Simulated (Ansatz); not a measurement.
Polycrystal shear modulus (GPa) of 20 transition metals, computed with PBE (PAW; Ansatz, an electronic-structure program) and with LDA in Ansatz (PAW). The set holds measured phases with no doubt noted on the run or the magnetic state but for the caveats below. 6 more of the class have both values but aren't in it, for one of these reasons: built or high-temperature cells, doubts on the run or the magnetic state, unlike cells, values of zero, layered or molecular crystals. Solids without a value at one level (not run, failed, or a magnetic order lost), or held back for tests, aren't counted.

All rows, in order of the shift (worked out from unrounded values):

```
solid           PBE   LDA  shift (%)
-------------  ----  ----  ---------
hcp Zr         34.4  26.3        -24
hcp Ti         47.4  42.5      -10.5
hcp Hf         56.2  53.2       -5.3
hcp Y          26.5  26.1       -1.3
hcp Os          263   290      +10.4
hcp Re          176   195      +10.6
hcp Tc          143   161      +12.6
hcp Sc         32.1  36.4      +13.3
fcc Ir          221   251      +13.6
hcp Ru          197   226      +14.7
fcc Ni         98.6   116      +17.8
fcc Rh          154   184      +19.7
double-hcp La  17.0  20.9        +23
fcc Cu         52.4  66.3        +26
fcc Pt         53.6  69.1        +29
hcp Co          104   135        +30
fcc Au         21.5  28.1        +31
fcc Pd         41.6  55.7        +34
bcc Fe         86.9   121        +39
fcc Ag         27.9  41.3        +48
```

The shift from PBE to LDA has a median of +16.3 %, and eight in ten lie between -5.8 % and +35 %; LDA is the larger in 16 of 20. Each level is at its own cell, so the shift holds the change of volume too.

Ansatz's runs of these crystals have no spin polarisation, but for bcc Fe, hcp Co, fcc Ni.

Density-functional runs with spin start from parallel moments for bcc Fe, parallel moments for hcp Co, parallel moments for fcc Ni.

Spin–orbit coupling is left out, also for the solids with elements from indium on (fcc Pt, hcp Os, double-hcp La, fcc Ir, hcp Re, hcp Hf, fcc Au); its size isn't shown.

Each level is taken at its own relaxed cell. Ansatz's density-functional and Hartree–Fock values are scalar-relativistic unless marked +SOC, with PAW data made under PBE.
